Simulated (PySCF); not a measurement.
Orbital energies and ionisation energy

Species: C3H7Cl.
Cartesian coordinates in Å at the PBE0-D3(BJ)/def2-TZVP level; atoms count from 1:
```
atom  x, y, z in Å
C1    -1.210   -0.061    0.563
C2    -0.060   -0.487   -0.336
C3     1.112    0.457   -0.208
Cl4    2.473   -0.028   -1.255
H5    -0.907   -0.038    1.613
H6    -2.050   -0.752    0.475
H7    -1.572    0.937    0.300
H8     0.268   -1.499   -0.080
H9    -0.383   -0.516   -1.380
H10    1.497    0.480    0.812
H11    0.841    1.472   -0.500
```

Level: wB97X-D/aug-cc-pVTZ (PySCF). Frontier orbitals with their largest atomic shares (Löwdin; up to four atoms above 4 %):

| orbital | ε (eV) | main atoms |
| --- | --- | --- |
| HOMO−3 | -12.11 | C2 26 %, C1 21 %, C3 12 %, Cl4 12 % |
| HOMO−2 | -11.74 | C2 30 %, C1 21 %, H8 10 %, H9 10 % |
| HOMO−1 | -10.25 | ? |
| HOMO | -10.24 | ? |
| LUMO | 0.82 | H6 25 %, H7 21 %, H5 21 %, H10 8 % |
| LUMO+1 | 1.09 | H6 22 %, H11 14 %, H10 14 %, C1 12 % |
| LUMO+2 | 1.15 | H7 14 %, H5 14 %, C1 14 %, H10 10 % |

Q: What vertical ionisation energy does ΔSCF give, and how far is −ε(HOMO) from it?

A: ΔSCF: 10.85 eV (1047 kJ/mol; threshold wavelength 114 nm); ⟨S²⟩ of the doublet left behind is 0.754, against 0.75 for a pure doublet. −ε(HOMO) is 10.24 eV, 0.61 eV below it. In exact Kohn–Sham theory the two would be equal; wB97X-D (range-separated hybrid) falls short of its own ΔSCF value by 6 %.

Q: On which atoms does the HOMO lie?

A: HOMO: Cl4 70 %, C3 17 %, C2 6 %; HOMO−1: Cl4 71 %, C3 20 %. These 2 orbitals lie within 0.02 eV of one another. The HOMO−2 lies 1.50 eV lower.

Q: What kinetic energy would electrons from this vertical process carry with Lyman-α light (10.199 eV)?

A: The photon is 0.65 eV short of the vertical value.

Q: What total energies stand behind the ΔSCF value?

A: E(N) = -578.76323 Eh and E(N − 1) = -578.36463 Eh at the same geometry, 0.39860 Eh apart.

Q: Shift the occupied levels rigidly so that −ε(HOMO) equals the ΔSCF value. What binding energies result?

A: The shift is +0.61 eV: HOMO 10.85, HOMO−1 10.86, HOMO−2 12.35, HOMO−3 12.72 eV. A rigid shift is only a rough guide to the deeper ionisations.

Q: With α = 54.1 au, estimate the like-pair dispersion coefficient by London's formula C6 = (3/4)α²I.

A: I = 0.3986 Eh, so C6 ≈ 876 au, a rough estimate.

The structure is a single PBE0-D3(BJ)/def2-TZVP conformer in the gas phase; no vibrational or solvent corrections.

The run behind these numbers computed excited states and ΔSCF ions as well. Hardware: one thread, Arm Neoverse N1 (aarch64), shared host. Cost: 3.7 min, 1.5 GiB resident at most.

The pairwise dispersion term of wB97X-D wasn't added to the energies; at a given geometry it leaves orbitals and properties as they are.
